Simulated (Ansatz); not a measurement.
Na3Sb (P6₃/mmc, No. 194), treated with LDA (PAW; Ansatz, a first-principles code).

Numerical settings: plane-wave cutoff 500 eV, 12×12×4 k mesh (along the axes of the cell as run), gaussian smearing 0.02 eV, scalar-relativistic PAW data made under PBE.

Cell (relaxed at this level):

```yaml
crystal:
  lattice:
    - [5.21189, 0.00000, 0.00000]
    - [-2.60594, 4.51363, 0.00000]
    - [0.00000, 0.00000, 9.26627]
  atoms:
    - { symbol: Sb, position: [0.33333, 0.66667, 0.25000] }
    - { symbol: Sb, position: [0.66667, 0.33333, 0.75000] }
    - { symbol: Na, position: [0.00000, 0.00000, 0.25000] }
    - { symbol: Na, position: [0.00000, 0.00000, 0.75000] }
    - { symbol: Na, position: [0.33333, 0.66667, 0.58311] }
    - { symbol: Na, position: [0.66667, 0.33333, 0.08311] }
    - { symbol: Na, position: [0.33333, 0.66667, 0.91689] }
    - { symbol: Na, position: [0.66667, 0.33333, 0.41689] }
```

**Question.** Predict the band gap.

**Answer.** 
* **band gap**: 0.50 eV (on the SCF k mesh)

Measured, for comparison: band gap 1.1 eV (temperature not stated, no zero-point or thermal correction, compiled measured gap; kind and temperature not stated; as tabulated in Kothakonda et al. (2022), arXiv:2208.02841).

Note: the volume lies 8 % below that of the published cell.

Spin–orbit coupling is not included; with these elements it can move the gap by several tenths of an eV or more.

Static lattice: no zero-point or thermal effects.

The result took roughly 4 core-minutes.
